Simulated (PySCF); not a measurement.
**Static response to an electric field**

C3H3 (charge +1).
Geometry (GFN2-xTB, Å), atoms numbered from 1 in this order:
```xyz
6
C3H3 angstrom
C     -0.5614   -0.5624   -0.0130
C     -0.2061    0.7685    0.0087
C      0.7690   -0.2049    0.0068
H     -1.3193   -1.3221   -0.0317
H     -0.4852    1.8048    0.0189
H      1.8060   -0.4819    0.0150
```

Level: CAM-B3LYP/def2-SVPD (PySCF), static field, nuclei fixed, core orbitals frozen in the response. The polarisability tensor in these axes (au):

```
x   26.70  0.00  0.12
y    0.00 26.69  0.14
z    0.12  0.14 16.42
```

Question: Diagonalise the tensor; give its mean and Δα, where Δα² is half the sum of the squared differences of the eigenvalues.

Answer: Principal values 16.42, 26.69 and 26.70 au; mean 23.27 au = 3.45 Å³ = 3.84 × 10⁻⁴⁰ C²·m²/J; Δα = 10.28 au (44 % of the mean).

Question: What are the principal values of the traceless quadrupole moment, Θ = ½Σq(3rr − r²1), about the centre of nuclear charge?

Answer: -5.93, 2.96, 2.97 D·Å. The values depend on the origin, since the species is charged. The electronic extent ⟨r²⟩ about the same centre is 104 bohr², a root-mean-square distance of 1.21 Å for the 20 electrons.

Question: What depolarisation ratio follows for Rayleigh scattering of linearly polarised light, taking the static tensor?

Answer: ρ = 3Δα²/(45ᾱ² + 4Δα²) = 316.7/(24369 + 422.3) = 0.0128.

Question: In TDDFT the mean static polarisability is Σ f/ω² over all singlet excitations (ω in hartree). How much of it do the 8 lowest give? Their energies (eV) and oscillator strengths: 7.14, 0.0000; 7.52, 0.0000; 7.52, 0.0000; 7.71, 0.0002; 9.37, 0.1249; 9.37, 0.1250; 12.51, 0.0000; 12.51, 0.0000.

Answer: They add up to 2.11 au, 9.1 % of the 23.27 au; the largest single term is 1.05 au, from the state at 9.37 eV. Terms in order: 0.00, 0.00, 0.00, 0.00, 1.05, 1.05, 0.00, 0.00 au. Higher excitations give the rest. The strengths listed sum to 0.250.

Isolated species at its GFN2-xTB geometry, gas phase.

These values come from a run that also computed excited states. On one thread of an Arm Neoverse V1, shared host, this took 3.0 s of wall time.
